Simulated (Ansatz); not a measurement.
Cubic perovskite KTaO3 was calculated with PBE in Ansatz (PAW).

Run with plane-wave cutoff 520 eV, 6×6×6 k mesh, perturbation theory, scalar-relativistic PAW data made under PBE.

The cell has the measured lattice parameters. Conventional cell: a = 3.9885 Å, b = 3.9885 Å, c = 3.9885 Å, α = 90.00°, β = 90.00°, γ = 90.00°.

KTaO3 has the cubic space group Pm-3m (No. 221), the cubic perovskite structure, Pearson symbol cP5. Lattice parameters: a = b = c = 3.989 Å, α = β = γ = 90.00°. K on 1a has 12 O at 2.820 Å (cuboctahedral). Ta on 1b is coordinated by 6 O at 1.994 Å (octahedral). O on 3c sees 2 Ta at 1.994 Å and 4 K at 2.820 Å (octahedral). (Neighbours: up to the widest gap in distance over summed covalent radii, below 1.35, at either atom; cation-cation and far metal-metal contacts left out.)

Harmonic phonon frequencies (cm⁻¹; i marks an imaginary mode; at Γ without the LO shift):

```json
[
 {"q point": "Γ", "frequencies": "0 0 0 62 62 62 188 188 188 255 255 255 536 536 536"},
 {"q point": "X", "frequencies": "54 54 168 168 182 182 195 212 279 328 328 416 509 509 844"},
 {"q point": "M", "frequencies": "55 149 154 154 168 243 243 328 328 347 347 442 471 585 892"}
]
```

No imaginary mode appears at these points.

Note: the cell isn't this level's own, so it is under some stress, which shifts stiffness and frequencies.

Ansatz is a first-principles code.
